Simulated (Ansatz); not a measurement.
Input and output for FO2, SMILES `[O]OF` radical.

```yaml
crystal:
  periodic: [false, false, false]
  atoms:
    - {symbol: O, position_ang: [1.166849, -0.369577, 0.602825]}
    - {symbol: O, position_ang: [0.166874, 0.622313, 0.160067]}
    - {symbol: F, position_ang: [-1.333710, -0.252723, -0.762879]}
basis:
  gaussian: {orbitals: cc-pVTZ}
total_charge: 1
hamiltonian: {xc: {name: LC-wPBE}, pseudopotentials: {relativity: none}}
output: {forces: true}
```

```sh
$ ansatz run in.yaml --threads 4 --pin off --events-out ev --progress --plain --max-ram 10444MiB
```

It prints (some lines left out):

```
Functional definition: LC-wPBE
480 factors; their error is unknown
114 factors; integrals over basis functions are off by at most 5.4e-5 eV
mean field evaluation 1: about -6766.2898 eV, gradient 9.2e1 eV
mean field evaluation 2: about -6427.4786 eV, gradient 2.8e2 eV
mean field evaluation 4: about -6765.5710 eV, gradient 1.1e2 eV
mean field evaluation 8: about -6784.8778 eV, gradient 1.0e1 eV
mean field evaluation 16: about -6785.0988 eV, gradient 1.2e-2 eV
mean field -6785.09880856 eV, -249.3477821095 hartree, gradient 4.3e-5 eV, S^2 0.000000; 1 other end points of the search recorded, 0 dependent functions left out
reference -6785.09880856 eV, -249.3477821095 hartree; 12, 12 occupied and 78, 78 virtual orbitals, 480 factors
Total energy: -6785.09880856 eV, -249.3477821095 hartree
Atom 0 at     1.166849    -0.369577     0.602825 Å, force    -8.867847     8.409232    -3.968732 eV/Å
Atom 1 at     0.166874     0.622313     0.160067 Å, force     5.493097   -10.119315     1.921269 eV/Å
Atom 2 at    -1.333710    -0.252723    -0.762879 Å, force     3.374750     1.710083     2.047462 eV/Å
Dipole moment:     0.394529     0.057533     0.223786 e Å
```

It took 1.2 s on 4 threads of an Arm Neoverse N1 on a shared host, with 0.2 GiB of host memory at the peak.
